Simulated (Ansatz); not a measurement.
C₂HF₂, SMILES `[CH]=C(F)F` radical, 5 atoms. Charge 0, multiplicity 2. All runs use 2 threads of a server CPU on a shared host. Correlated methods freeze the cores. Open-shell runs search over several starts.

Problem. Give the basis size and wall time and peak host memory of each of these runs in Ansatz. UKS PBE0-D4/def2-SVP energy; UHF-MP2/def2-QZVPP energy; direct RPA on PBE orbitals/def2-TZVPP energy; UKS ωB97M-V/def2-TZVPP energy and forces; UKS PBE0-D4/def2-QZVPP energy; UKS PBE0-D4/def2-TZVP relaxation (6 steps); UKS ωB97M-V/def2-SVP energy; UHF-CCSD(T)/def2-SVP energy; UHF-CCSD(T)/def2-TZVPP energy; UKS CAM-B3LYP-D4/def2-TZVPP energy; UKS PBE0-D4/def2-TZVP frequencies; UKS r2SCAN-D4/def2-TZVPP energy and forces. (An estimate is asked.)

Solution. The calculation gave: Other jobs shared the machine, so times are rough.

```json
{"level": "UKS PBE0-D4/def2-SVP", "job": "energy", "functions": "61", "wall time": "1.6 s", "peak host memory (GiB)": "0.14"}
{"level": "direct RPA on PBE orbitals/def2-TZVPP", "job": "energy", "functions": "138", "wall time": "3.5 s", "peak host memory (GiB)": "0.25"}
{"level": "UKS CAM-B3LYP-D4/def2-TZVPP", "job": "energy", "functions": "138", "wall time": "3.7 s", "peak host memory (GiB)": "0.28"}
{"level": "UKS r2SCAN-D4/def2-TZVPP", "job": "energy and forces", "functions": "138", "wall time": "6 s", "peak host memory (GiB)": "0.26"}
{"level": "UHF-CCSD(T)/def2-SVP", "job": "energy", "functions": "61", "wall time": "6 s", "peak host memory (GiB)": "0.28"}
{"level": "UKS ωB97M-V/def2-SVP", "job": "energy", "functions": "61", "wall time": "6.5 s", "peak host memory (GiB)": "0.23"}
{"level": "UKS ωB97M-V/def2-TZVPP", "job": "energy and forces", "functions": "138", "wall time": "9 s", "peak host memory (GiB)": "0.37"}
{"level": "UKS PBE0-D4/def2-QZVPP", "job": "energy", "functions": "258", "wall time": "11 s", "peak host memory (GiB)": "0.57"}
{"level": "UHF-MP2/def2-QZVPP", "job": "energy", "functions": "258", "wall time": "13 s", "peak host memory (GiB)": "0.76"}
{"level": "UKS PBE0-D4/def2-TZVP", "job": "relaxation (6 steps)", "functions": "130", "wall time": "26 s", "peak host memory (GiB)": "0.25"}
{"level": "UKS PBE0-D4/def2-TZVP", "job": "frequencies", "functions": "130", "wall time": "73 s", "peak host memory (GiB)": "0.25"}
{"level": "UHF-CCSD(T)/def2-TZVPP", "job": "energy", "functions": "138", "wall time": "100 s", "peak host memory (GiB)": "2.1"}
```

The UHF reference is spin-contaminated (⟨S²⟩ = 0.90, T1 = 0.027).
